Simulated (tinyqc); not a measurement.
Inside a calculation. Method: Pariser-Parr-Pople SCF with singles CI, for the molecule Nc1c[cH+]1 (SMILES; centres numbered as the heavy atoms are written). One step of it, computed by the program tinyqc.

Problem. Iteration 1: Fock matrix. F_rr = H_rr + P_rr gamma_rr / 2 + sum_(s != r) P_ss gamma_rs; F_rs = H_rs - P_rs gamma_rs / 2; E = tr P (H + F) / 2 + core repulsion sum_(r<s) z_r z_s gamma_rs.

P at the start, lower triangle:
```
           1N        2C        3C        4C
1N   1.543808
2C   0.722342  0.856233
3C  -0.302073  0.478306  0.799979
4C  -0.302073  0.478306  0.799979  0.799979
```

core matrix H (eV), lower triangle:
```
            1N          2C          3C          4C
1N  -40.559068
2C   -2.100000  -35.276258
3C    0.000000   -2.390000  -30.759020
4C    0.000000   -2.390000   -2.390000  -30.759020
```

repulsion gamma_rs (eV), lower triangle:
```
           1N         2C         3C         4C
1N  19.260000
2C   6.248489  12.580000
3C   3.990289   5.659640  12.580000
4C   3.990289   5.659640   5.658801  12.580000
```

Centres (angstrom, eV; a flat drawing with bonds scaled to 1.40 angstrom):

| centre | x | y | core charge z | W | gamma_rr |
|---|---|---|---|---|---|
| 1N | 1.656000 | 0.000000 | 2 | 26.330000 | 19.260000 |
| 2C | 0.256000 | 0.000000 | 1 | 11.460000 | 12.580000 |
| 3C | -0.956000 | 0.700000 | 1 | 11.460000 | 12.580000 |
| 4C | -0.956000 | -0.700000 | 1 | 11.460000 | 12.580000 |

Give: F; pi energy.

Solution.

F (eV), lower triangle:
```
          1N        2C        3C        4C
1N  -13.9577
2C   -4.3568  -11.1889
3C    0.6027   -3.7435  -10.1940
4C    0.6027   -3.7435   -4.6535  -10.1940
```

pi energy = -65.8297 eV
